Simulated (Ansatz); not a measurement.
# BH6Si: the cost of one run

Computed with Ansatz 0.2.0, Gaussian basis. Level: cc-pVDZ, all electrons in the functionals, frozen cores in the correlation of double hybrids and RPA.

Plan: wB97M-V, B2PLYP, RPA-PBE, at 1.485 Å; 1.530 Å; 1.622 Å; 1.713 Å; 1.805 Å.

## 1. What is computed

The geometry derives from fragments relaxed apart (PBE0/def2-TZVP) and kept rigid, so it is no stationary point. A hydrogen atom is moved between rigid fragments.

8 atoms, charge 0, spin multiplicity 2.

Atoms are counted from 1 here; the program's logs count them from 0.

Bond lengths: Si1–H2 1.485 Å, Si1–H3 1.485 Å, Si1–H4 1.485 Å, Si1–H5 1.485 Å, B6–H7 1.191 Å, B6–H8 1.191 Å. Angles: H2–Si1–H3 109.5°, H2–Si1–H4 109.5°, H2–Si1–H5 109.5°, H3–Si1–H4 109.5°, H3–Si1–H5 109.5°, H4–Si1–H5 109.5°, H7–B6–H8 129.4°.

No dispersion term is added; wB97M-V holds VV10 nonlocal correlation.

The geometry shown and the zero of energy belong to the point 1.485 Å. The yardstick, UCCSDT(Q), and other wave-function levels (R restricted, U unrestricted, valence and pair active spaces) come from earlier runs.

## 2. wB97M-V, 1.485 Å

Input file in.yaml:

```yaml
crystal:
  periodic: [false, false, false]
  atoms:
    - {symbol: Si, position_ang: [-0.871887, 0.000000, 0.000000]}
    - {symbol: H, position_ang: [-1.366759, 1.399708, 0.000000]}
    - {symbol: H, position_ang: [-1.366758, -0.699854, 1.212183]}
    - {symbol: H, position_ang: [-1.366759, -0.699854, -1.212182]}
    - {symbol: H, position_ang: [0.612728, 0.000000, 0.000000]}
    - {symbol: B, position_ang: [2.103113, 0.000000, -0.000001]}
    - {symbol: H, position_ang: [2.612187, 0.000000, 1.077008]}
    - {symbol: H, position_ang: [2.612186, 0.000000, -1.077009]}
basis:
  gaussian: {orbitals: cc-pVDZ}
magnetization: {spin_polarized: true, initial_magnetization: 1}
hamiltonian: {xc: {name: wB97M-V}}
output: {forces: true, orbitals: {seedname: orbitals}}
```

On the command line:

```console
$ ansatz run in.yaml --threads 1 --pin off --events-out ev --progress --plain --max-ram 4096MiB --backend cpu
```

What time and memory should one allow on 1 thread of AMD EPYC 7R13, shared host?

About 9.5 s, with a peak of 0.27 GiB.
